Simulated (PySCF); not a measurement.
## Spin states of AlH

Unrestricted PBE0; basis Al cc-pV(D+d)Z, H cc-pVDZ; no relativity; PySCF 2.14. Outer shells of the fragments: Al 3s2 3p1; H 1s1.

Followed along the bond (rough minima from three points):

```tsv
2Ms+1	unpaired	⟨S²⟩ at the start	R at minimum (Å)	Te (eV)
1	none	0.00	1.67	0.00
3	σ ↑, π ↑	2.00	1.61	1.66
```

Solutions found at the starting distance of 1.515 Å, counted from the lowest of them; the search is not exhaustive and high or unbound solutions are not listed, so other states can lie among these:

```json
{"2Ms+1": "1", "unpaired": "none", "term": "¹Σ⁺", "E (eV)": "0.00", "⟨S²⟩": "0.00", "⟨Lz²⟩": "0.00", "μ (D)": "0.59"}
{"2Ms+1": "3", "unpaired": "σ ↑, π ↑", "term": "³Π", "E (eV)": "1.57", "⟨S²⟩": "2.00", "⟨Lz²⟩": "1.00", "μ (D)": "-0.49"}
{"2Ms+1": "1", "unpaired": "σ ↑, π ↓", "term": "mixed", "E (eV)": "2.04", "⟨S²⟩": "1.02", "⟨Lz²⟩": "1.01", "μ (D)": "-0.29"}
{"2Ms+1": "3", "unpaired": "π ↑↑", "term": "³Σ⁻", "E (eV)": "4.63", "⟨S²⟩": "2.11", "⟨Lz²⟩": "0.00", "μ (D)": "-1.25"}
{"2Ms+1": "1", "unpaired": "π ↑↓", "term": "mixed", "E (eV)": "5.05", "⟨S²⟩": "1.01", "⟨Lz²⟩": "2.01", "μ (D)": "-1.42"}
{"2Ms+1": "3", "unpaired": "σ ↑↑", "term": "³Σ⁺", "E (eV)": "5.42", "⟨S²⟩": "2.00", "⟨Lz²⟩": "0.00", "μ (D)": "0.41"}
```

A term symbol is given only where ⟨S²⟩ and ⟨Lz²⟩ are close to those of a pure state; real π, δ and φ orbitals otherwise mix terms. A positive dipole means Al(−)H(+).

Q: Compare the gap between the two lowest followed solutions at the starting distance with the gap between their minima.

A: At PBE0 the second solution (triplet, unpaired electrons σ ↑, π ↑) lies +1.57 eV from the first (singlet, closed shell) at 1.515 Å and +1.66 eV at the minima; the two curves relax by different amounts, since their minima lie near 1.61 and 1.67 Å.

Counting both spins, an empty level lies below a filled one in some of these solutions, because spin and occupation are held.
